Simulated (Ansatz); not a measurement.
# Cl2+ (doublet): from Hartree-Fock to the top rungs, def2-QZVPP

The task here is to estimate one member of a computed series from the others.

The runs use Ansatz 0.2.0, Gaussian basis; def2-QZVPP, core rule «outside noble gas», up to 10 orbitals frozen.

To be run: UHF; ROHF; CCSD(T) on UHF.

2 further runs of the same task are left out: 2 set aside as unsound or not needed.

## What is computed

The geometry is a PBE0/def2-TZVP stationary point (not a proven minimum) of the parent state, kept for this charge and spin.

2 atoms, charge 1, spin multiplicity 2.

Atoms are counted from 1 here; the program's logs count them from 0.

Bond lengths: Cl1–Cl2 1.982 Å.

The first run:

in.yaml reads:

```yaml
crystal:
  periodic: [false, false, false]
  atoms:
    - {symbol: Cl, position_ang: [0.000000, 0.000000, 0.000000]}
    - {symbol: Cl, position_ang: [0.000000, 0.000000, 1.982400]}
basis:
  gaussian: {orbitals: "def2-QZVPP.json"}
total_charge: 1
magnetization: {spin_polarized: true, initial_magnetization: 1}
hamiltonian: {xc: hf}
output: {orbitals: {seedname: orbitals}}
```

Launch:

```sh
> ansatz run in.yaml --threads 1 --pin off --events-out ev --progress --plain --max-ram 2393MiB
```

Steps of the session up to this table: UHF; ROHF; CCSD(T) on UHF.

One table of the session follows, with a row left open; its other results are not shown here.

```
  method  from UCCSD(T) (kcal/mol)
    ROHF                         ?
     UHF                   +283.97
    UMP2                    +33.12
   UCCSD                    +14.96
UCCSD(T)                         0
```

Q: Estimate the row for ROHF from the others.

As computed: from UCCSD(T) (kcal/mol): +288.92. In the column «from UCCSD(T) (kcal/mol)» it is the highest.

Caveats from the session: Warnings: coupled cluster took another determinant than the lowest.
